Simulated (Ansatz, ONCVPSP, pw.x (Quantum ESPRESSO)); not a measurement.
## Equation-of-state test of one ONCV potential (Li)

- Element: Li (Z = 3)
- Generator: ONCVPSP 4.0.1
- Type: optimised norm-conserving Vanderbilt (ONCV)
- Functional: PBE
- Relativity: scalar-relativistic
- Frozen core: [He]
- Valence charge: 1
- Reference configuration: 2s1
- Partial waves: 2s: rc 2.25 bohr, ncon 5, nbas 9, qcut 3.3 1/bohr, 2 projectors, debl 1.3 Ha; p scattering state at 0.39 Ha: rc 1.85 bohr, ncon 4, nbas 8, qcut 4.8 1/bohr, 2 projectors, debl 3.4 Ha; d scattering state at 0.12 Ha: rc 1.85 bohr, ncon 3, nbas 8, qcut 5.1 1/bohr, local
- Local potential: the d channel
- Core correction: polynomial model core, fcfact 0.3

Crystal test: bcc Li in pw.x 7.5, no spin, 13³ k-points, Fermi–Dirac smearing 0.01 Ry, cutoffs 50/200 Ry. The reference is all-electron LAPW (Ansatz 0.2.0) with the same functional, mesh and smearing; V0 and B0 come from Birch–Murnaghan fits to the pressures at five volumes. Errors are pseudo minus all-electron; Δ is the rms difference of the E(V) curves that follow from these fits, minima aligned, over ±6 % about the mean V0. Mesh and smearing are coarse, so the numbers serve the comparison and aren't converged zero-temperature values; the lattice is a test structure that the element need not adopt.

```csv
V (Å³/atom),P all-electron (GPa),P pseudo (GPa)
19.352,0.71,0.22
19.862,0.30,-0.13
20.371,-0.05,-0.45
20.880,-0.38,-0.73
21.390,-0.67,-0.98
```

All-electron: a0 = 3.436 Å (V0 = 20.29 Å³/atom), B0 = 13.8 GPa.

Pseudopotential: mean pressure error (GPa): -0.39; a0 (Å): 3.401; a0 error (%): -1.03; B0 error (%): -2.6; Δ (meV/atom): 1.9. This is a poor potential for the solid.

At the middle volume, how do free energy and pressure move when the wave cutoff is lowered (ecutrho kept at four times it)?

```json
{"cutoff (Ry)": "22", "shift of F (meV/atom)": "+0.6", "shift of P (GPa)": "+0.00"}
{"cutoff (Ry)": "30", "shift of F (meV/atom)": "+0.4", "shift of P (GPa)": "+0.00"}
{"cutoff (Ry)": "40", "shift of F (meV/atom)": "+0.2", "shift of P (GPa)": "-0.00"}
```

The run at the middle volume (84 k-points, 4 iterations) took about 2.6 s on one core of a shared host (Intel(R) Xeon(R) 6975P-C, 192 threads, 378 GiB, load 95).
